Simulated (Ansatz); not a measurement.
H2Sn: PBE-D4/def2-TZVP single points in Ansatz on relaxed structures, gas phase. Binding counts from free atoms in the multiplicity of their measured ground term, without zero-point energy. The structures are stationary points that may keep the symmetry of their start. Remarks come from the PBE and PBE0 runs and from stability tests at other levels; not every state was tested. HOMO above LUMO (over both spins in singlets and doublets, within one spin in higher multiplets; at PBE or PBE0), or a gap under 0.15 eV within one spin, warns that the state may not be the lowest or that an electron is smeared out.

| species | atoms | state | geometry | HOMO (eV) | LUMO (eV) | gap (eV) | vertical IE (eV) | vertical triplet (eV) | binding per atom (eV) | point group (within 0.1 Å) | remarks |
| --- | --- | --- | --- | --- | --- | --- | --- | --- | --- | --- | --- |
| H2S2 | 4 | singlet | PBE0-D4/def2-TZVP | -6.27 | -1.90 | 4.36 | 9.74 | 4.00 | 2.68 | C2 | gap within one spin near zero at PBE or PBE0 (+1 doublet), gap within one spin near zero at PBE or PBE0 (triplet) |
| H2S3 | 5 | singlet | r2SCAN-D4/def2-TZVP | -6.27 | -2.29 | 3.98 | 9.32 | 3.68 | 2.77 | C2 | gap within one spin near zero at PBE or PBE0 (+1 doublet), gap within one spin near zero at PBE or PBE0 (triplet) |
| H2S4 | 6 | singlet | PBE0-D4/def2-SVP | -6.13 | -2.37 | 3.75 | 8.86 | 3.49 | 2.84 | – | – |

Question: Estimate the rows for H2S5 (singlet, PBE-D4/def2-SVP geometry).

Answer: 
```csv
species,atoms,state,geometry,HOMO (eV),LUMO (eV),gap (eV),vertical IE (eV),vertical triplet (eV),binding per atom (eV),point group (within 0.1 Å),remarks
H2S5,7,singlet,PBE-D4/def2-SVP,-6.12,-2.66,3.47,8.67,3.30,2.87,–,"gap within one spin near zero at PBE or PBE0 (+1 doublet), gap within one spin near zero at PBE or PBE0 (triplet)"
```

The gap (eV) runs from 3.47 (H2S5) to 4.36 (H2S2). It falls with size. The vertical IE (eV) runs from 8.67 (H2S5) to 9.74 (H2S2). It falls with size. The vertical triplet (eV) runs from 3.30 (H2S5) to 4.00 (H2S2). It falls with size. The binding per atom (eV) runs from 2.68 (H2S2) to 2.87 (H2S5). It rises with size.
